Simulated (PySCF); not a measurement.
## MgP: frontier orbitals

PBE at R = 2.558 Å; basis Mg aug-cc-pVDZ, P aug-cc-pV(D+d)Z; no relativity; PySCF 2.14. State: ⁴Σ⁻ (quartet), unpaired electrons σ ↑, π ↑↑. Only the outer orbitals are listed, counted within each symmetry.

| spin | orbital | occ. | ε (eV) | on Mg (%) | main shells (%) |
| --- | --- | --- | --- | --- | --- |
| α | 2π | 1 | -47.46 | 100 | 100 Mg p |
| α | 2π | 1 | -47.46 | 100 | 100 Mg p |
| α | 6σ | 1 | -47.37 | 100 | 100 Mg p |
| α | 7σ | 1 | -14.08 | 0 | 99 P s |
| α | 8σ | 1 | -6.54 | 37 | 60 P p, 36 Mg s |
| α | 3π | 1 | -5.89 | 4 | 96 P p |
| α | 3π | 1 | -5.89 | 4 | 96 P p |
| α | 9σ | 1 | -4.29 | 78 | 56 Mg s, 22 Mg p, 22 P p |
| α | 4π | 0 | -1.66 | 98 | 96 Mg p |
| α | 4π | 0 | -1.66 | 98 | 96 Mg p |
| α | 10σ | 0 | -0.59 | 105 | 79 Mg p, 18 Mg s, 8 Mg d |
| β | 2π | 1 | -47.40 | 100 | 100 Mg p |
| β | 2π | 1 | -47.40 | 100 | 100 Mg p |
| β | 6σ | 1 | -47.29 | 100 | 100 Mg p |
| β | 7σ | 1 | -12.17 | 5 | 95 P s |
| β | 8σ | 1 | -5.69 | 50 | 48 P p, 46 Mg s |
| β | 3π | 0 | -3.83 | 12 | 88 P p, 9 Mg p |
| β | 3π | 0 | -3.83 | 12 | 88 P p, 9 Mg p |
| β | 9σ | 0 | -3.05 | 76 | 56 Mg s, 23 P p, 19 Mg p |

Q: Which are the highest filled and the lowest empty level, where do they sit, and how wide is the gap?

A: Highest filled α 9σ at -4.29 eV (in %: 56 Mg s, 22 Mg p, 22 P p); lowest empty β 3π at -3.83 eV (in %: 88 P p, 9 Mg p); the gap at PBE is 0.46 eV.

- bond order (Mayer): 0.82
- ⟨S²⟩: 3.756
- charge on Mg (Mulliken, basis-dependent): 0.22
- charge on Mg (Löwdin, basis-dependent): 0.27
- dipole moment (positive dipole means Mg(−)P(+)): -1.71 D
- polarisability along the bond: 130.6 bohr³
- polarisability across the bond: 79.9 bohr³

Shares are Mulliken populations and can fall outside 0 to 100 %.

The state is the lowest determinant that a PBE0 search found; another state may lie lower at other levels.
